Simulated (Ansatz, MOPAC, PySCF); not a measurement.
Molecule: C₄H₅, charge 0, multiplicity 2. SMILES: [C]1=CCC1
Geometry: optimised at B3LYP-D3(BJ)/def2-TZVP (Ansatz, a program for electronic structure).

Property: enthalpy of formation at 298 K, in kcal/mol. Set-up: frozen cores in correlated levels; 6-311+G** with 5d; non-relativistic; UHF or UKS for open shells; 6-31G* and kin with 6d, 5d where marked; no dispersion term unless named; no spin-orbit coupling. First-principles rows: single points at B3LYP-D3(BJ) geometries (Ansatz), with unscaled harmonic terms from B3LYP/6-31G* at its own minima, enthalpies of formation by atomisation with measured atoms. Semi-empirical rows: MOPAC heats of formation at their own minima for 298 K. A UHF reference is markedly spin-contaminated in at least one set, which strains HF and MP2.

```
level               program  enthalpy of formation at 298 K (kcal/mol)
------------------  -------  -----------------------------------------
AM1                   MOPAC                                      107.3
PM6                   MOPAC                                       90.9
MNDO                  MOPAC                                       93.3
PBE/6-311+G**        Ansatz                                       76.0
B3LYP/6-31G*         Ansatz                                      102.7
B3LYP/6-31G**        Ansatz                                       98.1
PBE0/6-311+G**       Ansatz                                       91.6
M06-2X/6-31G* (5d)    PySCF                                       96.1
MP2/3-21G            Ansatz                                      226.5
MP2/6-31G*           Ansatz                                      163.5
B3LYP/def2-TZVPD     Ansatz                                      104.3
M06-2X/def2-TZVPD     PySCF                                       99.1
wB97X-V/def2-TZVPD   Ansatz                                       99.0
```

No value to compare with is used here. The 10 habitual levels span 76.0 (PBE/6-311+G**) to 226.5 kcal/mol (MP2/3-21G); B3LYP/def2-TZVPD gives 104.3.

The levels are drawn from those run, B3LYP/6-31G* more often than the rest, none by its result; runs whose electronic state is in doubt are left out.
